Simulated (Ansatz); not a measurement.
This script drives Ansatz 0.2.0, Python API.

Script `c4h8os_opt.py`:
```python
# -*- coding: utf-8 -*-
"""Geometry optimisation of C4H8OS."""

import itertools

import ansatz as az
from ase.data import atomic_numbers, covalent_radii
import numpy as np


def main():
    system = (
        az.Crystal.molecule()
        .atom("C", (2.5621, 0.5954, -0.0854))
        .atom("S", (0.8512, 0.9375, -0.5605))
        .atom("C", (0.1018, -0.62, -0.0048))
        .atom("C", (-1.3629, -0.6815, -0.3857))
        .atom("C", (-2.3037, 0.2937, 0.2767))
        .atom("O", (-1.7818, -1.517, -1.1901))
        .atom("H", (2.9387, -0.2796, -0.6215))
        .atom("H", (2.6311, 0.4255, 0.9922))
        .atom("H", (3.1862, 1.4554, -0.3424))
        .atom("H", (0.6173, -1.462, -0.4776))
        .atom("H", (0.1881, -0.7234, 1.081))
        .atom("H", (-2.1233, 0.3075, 1.3546))
        .atom("H", (-3.3363, -0.0244, 0.1062))
        .atom("H", (-2.1687, 1.2929, -0.1427))
    )

    base = (
        system.calculation()
        .basis(gaussian="6-31G*")
        .functional("cam_b3lyp")
    )
    symbols = [site.symbol for site in system.cartesian_sites]
    start = np.array([site.position_ang for site in system.cartesian_sites], dtype=float)
    def progress(event):
        if event["event"] == "relax_step":
            row = event["data"]
            print(f"step {row['step']:3d}  E = {row['lagrangian_ev']:.6f} eV  largest force component {row['allowed_force_max_ev_ang']:.4f} eV/A")


    data = base.relax(force_tolerance=0.005).session().plan().execute(on_event=progress).report
    end = np.array(data["positions_ang"])

    print(f"E = {data['free_energy_ev']:.6f} eV = {data['free_energy_ev'] / 27.211386246:.7f} Ha")
    print("converged:", data["converged"], " doubts:", data["published_state_doubts"] or "none")

    # pairs closer than 1.2 times the sum of covalent radii, before or after
    radius = [covalent_radii[atomic_numbers[s]] for s in symbols]
    span = lambda where, i, j: np.linalg.norm(where[i] - where[j])
    bonded = [(i, j) for i, j in itertools.combinations(range(len(symbols)), 2) if min(span(start, i, j), span(end, i, j)) < 1.2 * (radius[i] + radius[j])]
    print("pair        before    after (A)")
    for i, j in bonded:
        print(f"{symbols[i]}{i}-{symbols[j]}{j}".ljust(10), f"{span(start, i, j):8.4f} {span(end, i, j):8.4f}")
    for first, second in list(itertools.combinations(bonded, 2)):
        shared = set(first) & set(second)
        if shared and symbols[(j := shared.pop())] != "H":
            i, k = sorted((set(first) | set(second)) - {j})
            u, v = end[i] - end[j], end[k] - end[j]
            angle = np.degrees(np.arccos(np.clip(u @ v / np.linalg.norm(u) / np.linalg.norm(v), -1, 1)))
            print(f"final angle {symbols[i]}{i}-{symbols[j]}{j}-{symbols[k]}{k}: {angle:.2f} deg")

    charges = data["charge_distribution"]
    print("dipole moment", round(4.803205 * float(np.linalg.norm(charges["dipole_moment_e_ang"])), 3), "D")
    print("Mulliken:", [(s, round(q, 3)) for s, q in zip(symbols, charges["mulliken_charges_e"])])
    with open("c4h8os_opt.xyz", "w") as handle:
        handle.write(f"{len(symbols)}\nrelaxed C4H8OS\n")
        handle.writelines(f"{s:2s} {x:11.6f} {y:11.6f} {z:11.6f}\n" for s, (x, y, z) in zip(symbols, end))


if __name__ == "__main__":
    main()
```

It is started by `python c4h8os_opt.py`. How long does it take on 1 thread of Arm Neoverse V1 (shared host), and how much memory does it need?

It took about 2.4 min, with a peak of 0.39 GiB, for 1 run of the engine.

```console
$ python c4h8os_opt.py
step   1  E = -17157.194533 eV  largest force component 1.2474 eV/A
step   2  E = -17157.235909 eV  largest force component 0.5265 eV/A
step   3  E = -17157.239611 eV  largest force component 0.3813 eV/A
step   4  E = -17157.243075 eV  largest force component 0.2450 eV/A
step   5  E = -17157.245476 eV  largest force component 0.0687 eV/A
step   6  E = -17157.246167 eV  largest force component 0.0971 eV/A
step   7  E = -17157.247475 eV  largest force component 0.0431 eV/A
step   8  E = -17157.247661 eV  largest force component 0.1278 eV/A
step   9  E = -17157.248441 eV  largest force component 0.0920 eV/A
step  10  E = -17157.248610 eV  largest force component 0.0645 eV/A
step  11  E = -17157.248655 eV  largest force component 0.1284 eV/A
step  12  E = -17157.249008 eV  largest force component 0.0622 eV/A
step  13  E = -17157.249196 eV  largest force component 0.0222 eV/A
step  14  E = -17157.249257 eV  largest force component 0.0085 eV/A
step  15  E = -17157.249301 eV  largest force component 0.0098 eV/A
step  16  E = -17157.249318 eV  largest force component 0.0089 eV/A
step  17  E = -17157.249324 eV  largest force component 0.0021 eV/A
E = -17157.249428 eV = -630.5172869 Ha
converged: True  doubts: none
pair        before    after (A)
C0-S1        1.8083   1.8122
C0-H6        1.0931   1.0926
C0-H7        1.0931   1.0930
C0-H8        1.0932   1.0917
S1-C2        1.8155   1.8241
C2-C3        1.5147   1.5237
C2-H9        1.0946   1.0917
C2-H10       1.0941   1.0975
C3-C4        1.5083   1.5094
C3-O5        1.2331   1.2097
C4-H11       1.0930   1.0943
C4-H12       1.0939   1.0904
C4-H13       1.0920   1.0956
final angle S1-C0-H6: 111.21 deg
final angle S1-C0-H7: 111.29 deg
final angle S1-C0-H8: 107.12 deg
final angle C0-S1-C2: 98.68 deg
final angle H6-C0-H7: 109.66 deg
final angle H6-C0-H8: 108.73 deg
final angle H7-C0-H8: 108.73 deg
final angle S1-C2-C3: 112.66 deg
final angle S1-C2-H9: 110.79 deg
final angle S1-C2-H10: 108.85 deg
final angle C3-C2-H9: 107.61 deg
final angle C3-C2-H10: 108.06 deg
final angle C2-C3-C4: 117.88 deg
final angle C2-C3-O5: 119.89 deg
final angle H9-C2-H10: 108.78 deg
final angle C4-C3-O5: 122.21 deg
final angle C3-C4-H11: 111.18 deg
final angle C3-C4-H12: 109.21 deg
final angle C3-C4-H13: 109.99 deg
final angle H11-C4-H12: 110.46 deg
final angle H11-C4-H13: 106.76 deg
final angle H12-C4-H13: 109.20 deg
dipole moment 2.901 D
Mulliken: [('C', -0.587), ('S', 0.101), ('C', -0.491), ('C', 0.44), ('C', -0.534), ('O', -0.416), ('H', 0.184), ('H', 0.179), ('H', 0.19), ('H', 0.197), ('H', 0.185), ('H', 0.173), ('H', 0.183), ('H', 0.196)]
```

`c4h8os_opt.xyz`, as written:
```text
14
relaxed C4H8OS
C     2.528660    0.623538   -0.024392
S     0.795443    0.962259   -0.430820
C     0.101525   -0.686445   -0.073705
C    -1.398892   -0.759590   -0.328863
C    -2.265507    0.339327    0.236555
O    -1.861124   -1.693764   -0.942940
H     2.938416   -0.161981   -0.663780
H     2.642112    0.339929    1.025009
H     3.086230    1.545426   -0.200587
H     0.579164   -1.449816   -0.690952
H     0.278907   -0.924544    0.982849
H    -2.011420    0.545374    1.280834
H    -3.313352    0.050806    0.149099
H    -2.100362    1.269480   -0.318306
```

Total energies depend on the basis set; only differences at equal settings carry meaning. The end point is the stationary point reached from this start; no frequency run checks that it is a minimum, and the basis set is modest.

(A comment or docstring line of the script was reworded after the run, the code is as it ran; lines on the test bed's own set-up are left out of the output.)
